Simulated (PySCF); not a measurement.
Species: PH3.
Geometry (PBE0-D3(BJ)/def2-SVP, Å), atoms numbered from 1 in this order:
```xyz
4
PH3 angstrom
P      0.0256   -0.0410    0.4763
H     -0.5990    1.0211   -0.2472
H      1.1993   -0.0042   -0.3374
H     -0.5896   -1.0495   -0.3272
```

Method used: PySCF, PBE0-D3(BJ)/def2-SVP geometry optimisation, gas phase.

Masses are those of the commonest isotopes; rigid-rotor values at the optimised geometry. 

(1) What are A, B and C (cm⁻¹)?

(2) What kind of rotor is it?

(3) What does the inertial defect say?

(4) Where do the R-branch lines fall?

Results:

(1) Ia = 3.84, Ib = 3.84, Ic = 4.33 u·Å²; 505379 MHz·u·Å²/I gives 131470, 131450 and 116795 MHz, that is A = 4.38538, B = 4.38469, C = 3.89587 cm⁻¹.

(2) An oblate symmetric top, as the point group C3v requires two equal moments; the computed ones differ by 0.02 % because the geometry is symmetric only within the optimiser's tolerance. Ray's parameter κ = (2B − A − C)/(A − C) = 0.997; −1 is the prolate and +1 the oblate limit.

(3) Not planar: Δ = Ic − Ia − Ib = -3.36 u·Å². For a rigid frame Δ = −2 Σ m c², so Σ m c² = 1.68 u·Å² lies off the ab plane: 1.53 from hydrogen and 0.15 from heavier atoms. The atom farthest from that plane is 0.71 Å away.

(4) The dipole of 0.91 D lies along the symmetry axis, so ΔK = 0 and J+1 ← J falls at 2B(J+1) for every K: 262.92 GHz, 525.84 GHz, 788.76 GHz, 1051.68 GHz, 1314.60 GHz for J = 0 to 4.

Not checked by PBE0-D3(BJ)/def2-SVP frequencies. These are rigid-rotor constants of the computed structure; measured ground-state constants (B0) also hold zero-point vibration.

Time: 1.1 s wall; peak memory 0.25 GiB. Hardware: one thread, Intel Xeon Platinum 8488C (x86_64), shared host with 96 logical CPUs at a one-minute load of 21. These figures are those of the optimisation.
